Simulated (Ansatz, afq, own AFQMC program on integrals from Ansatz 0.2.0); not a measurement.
AFQMC on a folder of integrals that Ansatz 0.2.0 wrote.

```yaml
crystal:
  periodic: [false, false, false]
  atoms:
    - {symbol: Si, position_ang: [0.000000, 0.064094, 1.005387]}
    - {symbol: Si, position_ang: [0.000000, -0.004642, -1.094839]}
    - {symbol: H, position_ang: [0.000000, -0.381837, 2.430212]}
    - {symbol: H, position_ang: [0.000000, -1.274751, 0.062301]}
basis:
  gaussian: {orbitals: cc-pVDZ}
magnetization: {spin_polarized: false}
correlation: {method: ccsd_t, electrons: outside_noble_gas, hamiltonian_folder: ham}
```

```sh
$ ansatz run in.yaml --threads 1 --pin off --events-out ev --progress --plain --max-ram 1382MiB
```

afq runs on the folder ham with

```
--method phaseless --trial hf --walkers 140 --populations 1 --least-time 40 --time-step 0.005 --steps-per-block 20 --equilibration-blocks 112 --max-blocks 600 --target-error 0.00114 --factor-cut 1e-05 --seed 490 --taylor-order 6
```

Times are imaginary, in 1/Eh. The walk had a cap of 536 s.

Log:

```
orbitals 36  electrons 5 5  factors 274 of 455
reference energy -578.90590263 Eh
CCSD correlation -0.22328681 Eh in 11 cycles, weight of the determinant in the CISD state 0.8382
energy of the start -578.905903 Eh
 block  time / (1/Eh)  mean weight  energy / Eh
     1     0.100  1.0013  -578.938560
     2     0.200  1.0012  -578.964434
     3     0.300  1.0007  -578.987403
     4     0.400  1.0013  -579.002642
     5     0.500  1.0007  -579.017930
     8     0.800  0.9997  -579.054458
    18     1.800  0.9996  -579.097708
    69     6.900  0.9997  -579.145678
   120    12.000  1.0003  -579.135465
   154    15.400  1.0006  -579.233921
   171    17.100  0.9998  -579.149021
   222    22.200  0.9996  -579.135904
   273    27.300  0.9995  -579.165409
   324    32.400  1.0000  -579.118936
   375    37.500  0.9995  -579.137851
   426    42.600  0.9990  -579.107048
   477    47.700  1.0001  -579.172678
   528    52.800  1.0013  -579.148670
   579    57.900  0.9998  -579.148710
   630    63.000  1.0013  -579.130016
   681    68.100  1.0001  -579.164850
   698    69.800  1.0004  -579.136514
blocks merged  error / Eh  count
     1  0.000738  600
     2  0.000988  300
     4  0.001327  150
     8  0.001706  75
    16  0.002281  37
    32  0.002493  18
    64  0.002190  9
energy -579.146078 +/- 0.002493 Eh
(rows thinned)
```

The run passed its tests (sampling time, drift between the halves within three errors, error under three times the target), which doesn't prove that it has relaxed.

Against this walk (error 67.8 meV) on the same determinant: CCSD(T) 145.2 meV higher, CCSDT(Q) 83.1 meV higher (within the noise), a separate phaseless walk with a CISD trial and standard settings 131.5 ± 69.6 meV higher (within the noise). The error is statistical and leaves out the bias of the constraint.

Cautions: constraint bias not in the error; error above the target (67.8 against 31.0 meV); higher spins were not checked; restricted determinant unstable towards unrestricted (UHF 56 meV lower, ⟨S²⟩ 0.34).

The walk took 4.8 min on 1 thread of Intel(R) Xeon(R) Platinum 8259CL CPU @ 2.50GHz (Skylake/Cascade Lake) (shared host). The log's last line is the phaseless energy.

CCSDT and higher add their correlation energy to the determinant of the CCSD(T) run, since their own runs factorise the integrals more tightly (a shift of under 2 meV). A walk keeps the symmetry of its determinant, which the program's search chose and which needn't be the lowest solution, so a lower state of the same spin and another symmetry isn't excluded.
